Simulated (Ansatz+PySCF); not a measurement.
Results of a calculation; reference values are marked as such.
Several solutions for singlet C₄H₄O

```xyz
9

O     1.0578    0.0000    0.0000
C     0.3245    0.9996    0.0000
C    -0.8817    0.6581    0.0000
C    -0.8817   -0.6581    0.0000
C     0.3245   -0.9996    0.0000
H     0.7864    1.8866    0.0000
H    -1.6747    1.2687    0.0000
H    -1.6747   -1.2687    0.0000
H     0.7864   -1.8866    0.0000
```

Basis set: def2-SVP (spherical functions). Charge 0, multiplicity 1.

CASSCF(6,5) was run from several starts with Ansatz (development build ahead of 0.2.0) and PySCF 2.14.0. The starts are those of the Hartree–Fock orbitals from which the active space was taken at the frontier.

```json
{"run": "A", "program": "PySCF", "start": "program defaults", "converged": "yes", "energy (hartree)": "-228.41328", "<S²>": "0.00"}
{"run": "B", "program": "Ansatz", "start": "atomic start, no search", "converged": "yes", "energy (hartree)": "-228.41220", "<S²>": "0.00"}
{"run": "C", "program": "Ansatz", "start": "search for the lowest state", "converged": "yes", "energy (hartree)": "-228.41885", "<S²>": "0.00"}
{"run": "D", "program": "Ansatz", "start": "stability test followed", "converged": "yes", "energy (hartree)": "-228.41885", "<S²>": "0.00"}
```

**Question.** Which runs reached the lowest solution of this kind, and what is wrong with the others?

**Answer.** C, D reached the lowest solution found. Converged but too high: A by 0.15 eV, B by 0.18 eV. Convergence only shows a stationary point; in CASSCF the end hangs on which orbitals enter the active space. Caution: other starts end on other solutions of this active space.
